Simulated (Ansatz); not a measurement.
The cluster AlN₂: single points at one geometry.

```yaml
crystal:
  periodic: [false, false, false]
  atoms:
    - {symbol: Al, position_ang: [-0.434111, -1.209868, -0.512134]}
    - {symbol: N, position_ang: [0.032302, 0.448419, 0.782491]}
    - {symbol: N, position_ang: [0.401809, 0.761449, -0.270356]}
basis:
  gaussian: {orbitals: def2-TZVP, initial_orbitals: start.molden}
magnetization: {spin_polarized: true, initial_magnetization: 1}
hamiltonian: {xc: lda}
scf: {omitted_lower_state_checks: [starts]}
output: {orbitals: {seedname: orbitals}}
```

The file start.molden holds the orbitals of an earlier run on this structure, at another level or in another basis.

```sh
$ ansatz run in.yaml --threads 4 --pin off --events-out ev --progress --plain --max-ram 3916MiB
```

It prints (some lines left out):

```
Functional definition: SPW92
569 factors; their error is unknown
mean field evaluation 1: about -9524.2450 eV, gradient 2.2e1 eV
mean field evaluation 2: about -9524.4961 eV, gradient 3.6e-1 eV
mean field evaluation 4: about -9524.4900 eV, gradient 2.1e-1 eV
mean field evaluation 8: about -9524.4901 eV, gradient 1.8e-5 eV
mean field -9524.49012182 eV, -350.0185560455 hartree, gradient 1.8e-5 eV, S^2 0.751711; 0 other end points of the search recorded, 0 dependent functions left out
reference -9524.49014897 eV, -350.0185570433 hartree; 14, 13 occupied and 85, 86 virtual orbitals, 569 factors
Total energy: -9524.49014897 eV, -350.0185570433 hartree
Checks for a lower state left out: starts
```

Hardware: 4 threads of Arm Neoverse V2 on a shared host. Wall time 0.4 s.

As the first input, with `hamiltonian: {xc: pbe, dispersion: d4}`, `output: {forces: true, orbitals: {seedname: orbitals}}` (abridged; 0.7 s):

```
Functional definition: PBE
mean field -9569.98673760 eV, -351.6905258367 hartree, gradient 5.5e-6 eV, S^2 0.754081
Total energy: -9570.04280214 eV, -351.6925861706 hartree
Atom 0 force    -0.116646    -0.325052    -0.137527 eV/Å
Atom 1 force    -0.220508    -0.073759     0.863097 eV/Å
Atom 2 force     0.337154     0.398811    -0.725570 eV/Å
Dipole moment:    -0.051315    -0.143024    -0.060560 e Å
Checks for a lower state left out: starts
```

As the first input, with `hamiltonian: {xc: {name: LC-wPBE}}` (abridged; 1.2 s):

```
Functional definition: LC-wPBE
mean field -9572.02461840 eV, -351.7654165747 hartree, gradient 8.4e-6 eV, S^2 0.756475
Total energy: -9572.02461840 eV, -351.7654165749 hartree
Checks for a lower state left out: starts
```

First input, but with `hamiltonian: {xc: r2scan, dispersion: d4}` (abridged; 1.5 s):

```
Functional definition: r2SCAN
mean field -9574.39580400 eV, -351.8525560383 hartree, gradient 2.1e-5 eV, S^2 0.759330
Total energy: -9574.40715504 eV, -351.8529731813 hartree
Checks for a lower state left out: starts
```

The first input with `gaussian: {orbitals: def2-TZVPP, initial_orbitals: start.molden}`, `correlation: {method: ccsd_t}`, `scf: {omitted_lower_state_checks: [starts, cluster_reference]}` and without the key `hamiltonian` (abridged; 2.1 s):

```
Functional definition: HF
mean field -9546.73454629 eV, -350.8360235670 hartree, gradient 4.9e-6 eV, S^2 0.767022
7 core orbitals not correlated: weight in the atoms' cores, before any rotation towards them, 1.000 or more for the frozen orbitals, at most 0.000 for the correlated occupied ones
second order -11.53420537 eV of doubles, -0.00000000 eV of singles
cycle   1  -11.31102865 eV  change    2.2e-1 eV  update   1.1e-1
cycle   2  -11.78424473 eV  change   -4.7e-1 eV  update   3.9e-2
cycle   3  -11.88519508 eV  change   -1.0e-1 eV  update   2.5e-2
cycle   4  -11.87576392 eV  change    9.4e-3 eV  update   1.0e-2
cycle   5  -11.88195997 eV  change   -6.2e-3 eV  update   6.8e-3
cycle   6  -11.88264568 eV  change   -6.9e-4 eV  update   2.8e-3
cycle   7  -11.88319982 eV  change   -5.5e-4 eV  update   9.6e-4
cycle   8  -11.88337269 eV  change   -1.7e-4 eV  update   3.0e-4
cycle   9  -11.88328675 eV  change    8.6e-5 eV  update   1.0e-4
cycle  10  -11.88326284 eV  change    2.4e-5 eV  update   3.7e-5
cycle  11  -11.88329496 eV  change   -3.2e-5 eV  update   1.5e-5
cycle  12  -11.88328571 eV  change    9.3e-6 eV  update   6.1e-6
perturbative correction -0.63442153 eV, -0.0233145613 hartree
Total energy: -9559.25225353 eV, -351.2960408233 hartree
Checks for a lower state left out: starts, cluster_reference
```

First input, but with `hamiltonian: {xc: pbe0, dispersion: d4}` (abridged; 0.7 s):

```
Functional definition: PBE0
mean field -9570.26682462 eV, -351.7008188451 hartree, gradient 1.2e-5 eV, S^2 0.755745
Total energy: -9570.31301660 eV, -351.7025163689 hartree
Checks for a lower state left out: starts
```

Geometry: r2SCAN-D4/def2-TZVP.

LC-ωPBE has ω = 0.4 bohr⁻¹. Correlated methods freeze 7 core orbitals. Another isomer (doublet) lies 0.07 eV lower at PBE0-D4/def2-TZVP; other spin states weren't run for this one.
